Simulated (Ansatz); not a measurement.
Base system: Ag in the fcc (Cu type) structure (space group Fm-3m, No. 225).

Ag is modelled in the cubic space group Fm-3m (No. 225), the fcc (Cu type) structure, Pearson symbol cF4. Conventional cell: a = 4.149 Å, b = 4.149 Å, c = 4.149 Å, α = 90.00°, β = 90.00°, γ = 90.00°. Ag on 4a sees 12 Ag at 2.934 Å (cuboctahedral). (Neighbours: up to the widest gap in distance over summed covalent radii, below 1.35, at either atom.)
(The calculation used a cell of 1 atom; values per cell refer to that cell.)

Levels (all Ansatz, an electronic-structure program, PAW, earlier PAW set): PBE (420 eV, without spin-orbit coupling); r2SCAN (500 eV, spin-orbit coupling left out).

Levels that relaxed their own cell: PBE and r2SCAN.

```
level   lattice parameter a
------  -------------------
PBE                 4.149 Å
r2SCAN              4.106 Å
```

Measured: lattice parameter a 4.062 Å (static lattice; corrected from measurement; as listed in Daniel Mejia-Rodriguez, S. B. Trickey, Phys. Rev. B (2018)).

Computed minus measured — lattice parameter a: PBE +2.1 %, r2SCAN +1.1 % (closest: r2SCAN).

Stability against distortions was not tested.
